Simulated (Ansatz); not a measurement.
The input, for Ansatz 0.2.0:

```yaml
crystal:
  periodic: [false, false, false]
  atoms:
    - {symbol: Ge, position_ang: [0.000000, 0.000000, 0.000000]}
    - {symbol: B, position_ang: [0.000000, 0.000000, 1.977400]}
basis:
  gaussian: {orbitals: 6-31G, fitting: {mean_field: def2-universal-jkfit}}
total_charge: 1
magnetization: {spin_polarized: true, initial_magnetization: 2}
correlation: {method: bccd_t, electrons: outside_noble_gas}
```

```sh
$ ansatz run in.yaml --threads 1 --pin off --events-out ev --progress --plain --max-ram 2393MiB
```

The program prints:

```
341 factors; integrals over basis functions are off by at most 2.2e-3 eV
mean field evaluation 1: about -57123.3124 eV, gradient 4.3e0 eV
mean field evaluation 2: about -57123.4619 eV, gradient 2.3e0 eV
mean field evaluation 4: about -57123.5596 eV, gradient 9.1e-1 eV
mean field evaluation 8: about -57123.4990 eV, gradient 4.3e-1 eV
mean field evaluation 16: about -57123.9777 eV, gradient 5.7e-1 eV
mean field evaluation 32: about -57123.5302 eV, gradient 7.1e-1 eV
mean field evaluation 64: about -57123.3124 eV, gradient 4.3e0 eV
mean field evaluation 96: about -57124.3505 eV, gradient 5.9e-1 eV
mean field evaluation 128: about -57124.3671 eV, gradient 4.9e-2 eV
mean field evaluation 160: about -57122.1483 eV, gradient 4.1e-3 eV
...
cycle   5  -3.01861545 eV  change   -1.6e-3 eV  update   5.0e-3
cycle   6  -3.01609015 eV  change    2.5e-3 eV  update   2.8e-3
cycle   7  -3.01548093 eV  change    6.1e-4 eV  update   1.7e-3
cycle   8  -3.01395351 eV  change    1.5e-3 eV  update   1.2e-3
cycle   9  -3.01474993 eV  change   -8.0e-4 eV  update   6.4e-4
cycle  10  -3.01440574 eV  change    3.4e-4 eV  update   2.2e-4
cycle  11  -3.01458337 eV  change   -1.8e-4 eV  update   8.7e-5
cycle  12  -3.01454876 eV  change    3.5e-5 eV  update   3.6e-5
cycle  13  -3.01454758 eV  change    1.2e-6 eV  update   1.4e-5
cycle  14  -3.01454540 eV  change    2.2e-6 eV  update   5.3e-6
perturbative correction -0.18212830 eV, -0.0066930915 hartree
Total energy: -57126.67951518 eV, -2099.3667503289 hartree
```

Ran on 1 thread of Arm Neoverse V2, shared host: 8 s wall, 0.08 GiB peak host memory.
